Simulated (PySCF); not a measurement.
**Solver options tried on NaLi**

The same problem is solved with other solver options, one edit a run.

Program: PySCF 2.14.0. Level of theory: method and basis as typed in the scripts. These are calculated values, not measurements.

### Step 1. The system as given

NaLi: 2 atoms, charge 0, spin multiplicity 1.

Bond lengths: Na1–Li2 2.860 Å.

### Step 2. The run that the others are compared with

The input, input.py:

```python
from pyscf import gto, scf, mp

mol = gto.M(
    atom='Na 0 0 0; Li 0 0 2.86',
    basis='minao',
    charge=0,
    spin=0,
    verbose=4,
)
mf = scf.RHF(mol)
mf.kernel()
mp.MP2(mf, frozen=1).kernel()
mf.dip_moment()
print('orbital energies (hartree):', mf.mo_energy[..., max(0, mol.nelec[1]-3):mol.nelec[0]+3].round(4))
```

Run with:

```
> OMP_NUM_THREADS=1 python input.py
```

The log of this run is left out.

Base result: E(SCF) = -169.285077 Eh, 5 cycles, E(MP2) − E(SCF) = -0.00548 Eh, μ = 0.84 D (of the SCF density).

The bond length is a typed value, not an optimised one.

### Step 3. Convergence threshold 1e-07 hartree

Edit 1 changes convergence threshold: default → 1e-07 hartree.

The input, input.py:

```python
from pyscf import gto, scf, mp

mol = gto.M(
    atom='Na 0 0 0; Li 0 0 2.86',
    basis='minao',
    charge=0,
    spin=0,
    verbose=4,
)
mf = scf.RHF(mol)
mf.conv_tol = 1e-07
mf.kernel()
mp.MP2(mf, frozen=1).kernel()
mf.dip_moment()
print('orbital energies (hartree):', mf.mo_energy[..., max(0, mol.nelec[1]-3):mol.nelec[0]+3].round(4))
```

Run with:

```
> OMP_NUM_THREADS=1 python input.py
```

### Step 4. Second-order solver on

Edit 2 changes second-order solver: off → on.

Changes to input.py since step 2:

```diff
@@ -10,2 +10,3 @@
 mf = scf.RHF(mol)
+mf = mf.newton()
 mf.kernel()
```

### Step 5. Smearing width 0.005 hartree

Edit 3 changes smearing width: none → 0.005 hartree; step after the SCF: mp2 → none.

Changes to input.py since step 2:

```diff
@@ -1,2 +1,2 @@
-from pyscf import gto, scf, mp
+from pyscf import gto, scf
 
@@ -10,4 +10,4 @@
 mf = scf.RHF(mol)
+mf = scf.addons.smearing_(mf, sigma=0.005, method='fermi')
 mf.kernel()
-mp.MP2(mf, frozen=1).kernel()
 mf.dip_moment()
```

### Step 6. Damping 0.2

Edit 4 changes damping: none → 0.2.

Changes to input.py since step 2:

```diff
@@ -10,2 +10,4 @@
 mf = scf.RHF(mol)
+mf.damp = 0.2
+mf.diis_start_cycle = 8
 mf.kernel()
```

What does the calculation give? Wanted: for each run, E(SCF); from base; gap; SCF dipole; after the SCF.

The runs gave:

```csv
run,E(SCF) (hartree),from base (eV),cycles,gap (eV),SCF dipole (D),after the SCF
base,-169.285077,0,5,5.45,0.84,"MP2 correlation -0.149 eV, core frozen"
convergence threshold 1e-07 hartree,-169.285077,0.0000,4,5.45,0.84,"MP2 correlation -0.149 eV, core frozen"
second-order solver on,-169.285077,0.0000,2 macro,5.45,0.84,"MP2 correlation -0.149 eV, core frozen"
smearing width 0.005 hartree,-169.285077,0.0000,5,n/a,0.84,n/a
damping 0.2,-169.285077,0.0000,7,5.45,0.84,"MP2 correlation -0.149 eV, core frozen"
```

Distance from each run's final energy (log10 hartree) by cycle:

```csv
run,cycle 1,cycle 2,cycle 3,cycle 5,cycle 8,cycle 12
base,-4.7,-6.4,-8.2,< -11,done,done
convergence threshold 1e-07 hartree,-4.7,-6.4,-8.2,done,done,done
smearing width 0.005 hartree,-4.7,-6.4,-8.2,< -11,done,done
damping 0.2,-4.7,-5.8,-6.8,-8.7,done,done
```

**Reading.** With convergence threshold 1e-07 hartree or second-order solver on or smearing width 0.005 hartree or damping 0.2 the SCF ends at the base energy. With smearing width 0.005 hartree, damping 0.2 the path hardly changes: 5 to 7 cycles against 5.
